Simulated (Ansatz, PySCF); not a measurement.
This PySCF input computes a PBE0/def2-TZVPD energy:

```python
from pyscf import gto, scf, dft

mol = gto.M(
    atom='''
    C    -0.07275672    1.12916893    0.00212857
    S    -0.04234019   -0.64860717   -0.00102657
    H     1.30459006   -0.82487224   -0.00447189
    H    -1.11267682    1.44681760    0.00510357
    H     0.46310493    1.48883727    0.88953771
    H     0.45896518    1.49191853   -0.88651564
    ''',
    basis='def2-tzvpd',
    charge=1,
    spin=1,
    verbose=4,
)

mf = dft.UKS(mol, xc='pbe0').density_fit(auxbasis='def2-universal-jkfit')
mf.grids.level = 3
mf.conv_tol = 1e-9
mf.max_cycle = 100
mf.max_memory = 1500
mf.kernel()
if not mf.converged:
    mf = mf.newton()
    mf.kernel(mf.make_rdm1())
for _ in range(2):
    mo, _, stable, _ = mf.stability(return_status=True)
    if stable:
        break
    mf.kernel(mf.make_rdm1(mo, mf.mo_occ))
mf.analyze()
```

Q: Write an input for the same energy in Ansatz (a quantum-chemistry and plane-wave program) and say what it gives.

A: 
Ansatz 0.2 input:
```yaml
crystal:
  periodic: [false, false, false]
  atoms:
    - {symbol: C, position_ang: [-0.07275672, 1.12916893, 0.00212857]}
    - {symbol: S, position_ang: [-0.04234019, -0.64860717, -0.00102657]}
    - {symbol: H, position_ang: [1.30459006, -0.82487224, -0.00447189]}
    - {symbol: H, position_ang: [-1.11267682, 1.44681760, 0.00510357]}
    - {symbol: H, position_ang: [0.46310493, 1.48883727, 0.88953771]}
    - {symbol: H, position_ang: [0.45896518, 1.49191853, -0.88651564]}
basis:
  gaussian:
    orbitals: def2-TZVPD
hamiltonian:
  xc: {name: PBE0}
total_charge: 1
magnetization: {spin_polarized: true, initial_magnetization: 1}
output: {forces: true}
```
It gives -438.19599 Eh, and PySCF -438.19604 Eh, a difference of 0.05 mEh, from the treatment of integrals and grids.
